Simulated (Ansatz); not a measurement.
Relaxing Y2Re

The calculation used DFT PBE, scalar-relativistic, plane waves, PAW in Ansatz. Cutoff 420 eV, Γ-centred k mesh, Gaussian smearing, no spin polarisation in the final step.

Y2Re was placed on the cadmium chloride structure type (R-3m, No. 166), with Re in place of Cd, Y in place of Cl, at a guessed volume.

```xyz
3
Lattice="1.8854 1.0886 5.6945 -1.8854 1.0886 5.6945 0.0000 -2.1771 5.6945" Properties=species:S:1:pos:R:3 pbc="T T T"
Y     0.0000    0.0000   12.8126
Y     0.0000    0.0000    4.2709
Re    0.0000    0.0000    0.0000
```

Steps on the 6×6×6 mesh (3 atoms). 5 of 5 steps are shown, and the free energy counts from the last. Trial steps that were taken back and renewals of the plane-wave basis can be among the rows.

| step | ΔF (meV/atom) | V (Å³/atom) | P (GPa) | largest force component (eV/Å) |
| --- | --- | --- | --- | --- |
| 1 | 317.6 | 23.37 | 21.64 | 2.371 |
| 2 | 26.7 | 26.76 | 0.62 | 0.548 |
| 3 | 3.8 | 29.12 | -0.56 | 0.083 |
| 4 | 1.1 | 28.56 | -0.20 | 0.027 |
| 5 | 0.0 | 28.56 | -0.16 | 0.027 |

Steps on the 12×12×12 mesh (3 atoms). 11 of 15 steps are shown, and the free energy counts from the last.

```csv
step,ΔF (meV/atom),V (Å³/atom),P (GPa),largest force component (eV/Å)
1,132.8,28.56,0.07,0.091
2,131.1,28.00,-0.14,0.108
4,104.9,28.10,-1.07,0.047
5,63.4,27.49,-1.71,0.112
6,18.6,26.54,-1.77,0.195
7,6.3,25.49,-0.11,0.098
9,3.1,25.65,-0.10,0.068
10,2.9,25.72,-0.03,0.011
12,0.3,25.70,0.19,0.000
14,0.0,25.77,0.00,0.000
15,0.0,25.77,0.00,0.000
```

A final relaxation ran on a 18×18×18 mesh. The relaxed crystal, R-3m (No. 166):

Space group R-3m:H (No. 166). a = 3.482 Å, b = 3.482 Å, c = 22.073 Å, α = 90.00°, β = 90.00°, γ = 120.00°
```
atom site symmetry x y z
   Y    6c        3m  0.0000  0.0000  0.7592
  Re    3a       -3m  0.0000  0.0000  0.0000
```

| Quantity | Value |
| --- | --- |
| Volume per atom | 25.75 Å³ |
| Density | 7.83 g/cm³ |
| Energy over the elements | 0.44 eV/atom |
| Gap on the 18×18×18 mesh | 0 eV (a metal) |

The zero of energy is the elements' standard structures at the same level; no fitted shifts are applied.

The final run used a 18×18×18 mesh on its 3-atom cell and 0.10 eV smearing. For metals, differences of a few meV/atom aren't resolved. Spin–orbit coupling is left out.

Symmetry constrained the relaxation, so the result can be a saddle point.

Cost: 4 runs of about 12 core-minutes in all, on AMD EPYC 7R43 (Zen 3) (shared hosts).